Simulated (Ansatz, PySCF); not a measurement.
This Ansatz (a first-principles code) input computes a BLYP/def2-TZVPD energy:

Ansatz 0.2 input:
```yaml
crystal:
  periodic: [false, false, false]
  atoms:
    - {symbol: B, position_ang: [-0.00000000, -0.00000000, 0.00000000]}
    - {symbol: F, position_ang: [0.01679907, 1.31515438, 0.03157775]}
    - {symbol: F, position_ang: [1.13083137, -0.67238813, -0.00500122]}
    - {symbol: F, position_ang: [-1.14763045, -0.64276625, -0.02657653]}
basis:
  gaussian:
    orbitals: def2-TZVPD
hamiltonian:
  xc: {name: BLYP}
output: {forces: true}
```

Problem. Write an input for the same energy in PySCF and say what it gives.

Solution. 
```python
from pyscf import gto, scf, dft

mol = gto.M(
    atom='''
    B    -0.00000000   -0.00000000    0.00000000
    F     0.01679907    1.31515438    0.03157775
    F     1.13083137   -0.67238813   -0.00500122
    F    -1.14763045   -0.64276625   -0.02657653
    ''',
    basis='def2-tzvpd',
    charge=0,
    spin=0,
    verbose=4,
)

mf = dft.RKS(mol, xc='blyp').density_fit(auxbasis='def2-universal-jkfit')
mf.grids.level = 3
mf.conv_tol = 1e-9
mf.max_cycle = 100
mf.max_memory = 1500
mf.kernel()
if not mf.converged:
    mf = mf.newton()
    mf.kernel(mf.make_rdm1())
mf.analyze()
```
It gives -324.68256 Eh, and Ansatz -324.68249 Eh, a difference of 0.07 mEh, from the treatment of integrals and grids.
